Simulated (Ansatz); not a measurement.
A made-up structure of BSiHCl, doublet:

```csv
atom,x (Å),y (Å),z (Å)
B1,1.0773,-0.9857,-0.2033
Si2,0.1879,0.3874,1.6241
Cl3,-0.3354,0.2167,-0.2044
H4,-1.0024,0.4018,-1.3400
```

It is relaxed with PBE-D4/def2-SVP and then PBE0-D4/def2-TZVP (Ansatz 0.2.0). Atoms count as bonded within 1.22 times the sum of their covalent radii (H–H: 0.88 Å). The end point is not checked to be a true minimum.

Task: Does its bonding change? (Judge from chemistry; the calculation decides.)

Result: The calculation gives: Yes. Formed: B1–Si2; broken: Si2–Cl3.

Where it ends: The first stage lowers the energy by 4.60 eV in 14 steps. It ends as BSiHCl ([Si][B][ClH]):
```
4
angstrom
B 0.2643 -0.0537 0.5066
Si 1.3312 -0.4965 1.9045
Cl -0.8986 0.5587 -0.6467
H -0.7695 0.0116 -1.8882
```

Labels in which every atom is bracketed show which atoms are joined, not bond orders.

For scale, one of the runs: PBE0-D4/def2-TZVP relaxation, 111 basis functions, launched by `ansatz run in.yaml --threads 2 --pin off --events-out ev --progress --plain --max-ram 4352MiB`. Hardware: 2 CPU threads of an Arm Neoverse V1, shared host. Wall time about 46 s.
